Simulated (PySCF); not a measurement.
Gas-phase reaction: 2 BH + 4 C2H2 (acetylene) ⇌ B2H6 + 2 C4H2

Method: PySCF energies plus ideal-gas RRHO corrections (1 bar). † marks an energy on the PBE0/def2-TZVP geometry and frequencies; other levels use their own. 6-31G* has spherical d functions here. All species are closed-shell singlets. B3LYP is the form with VWN-RPA correlation. The harmonic model lacks anharmonicity and excited electronic states, which grow with temperature; levels with a mode under 35 cm⁻¹ are left out.

| level | ΔE electronic, kJ | ΔH°(298 K), kJ | ΔS°(298 K), J/K | ΔG°(1000 K), kJ |
|---|---|---|---|---|
| B3LYP/6-31G* | -980 | -939 | -431 | -499 |
| B3LYP/def2-TZVP† | -920 | -886 | -419 | -461 |
| BLYP/def2-TZVP† | -914 | -879 | -419 | -454 |
| PBE0/def2-SVP† | -1032 | -998 | -419 | -572 |
| PBE0/def2-TZVP | -995 | -960 | -419 | -535 |
ΔH° is lowest at PBE0/def2-SVP† and highest at BLYP/def2-TZVP†. No reference value is set beside these.
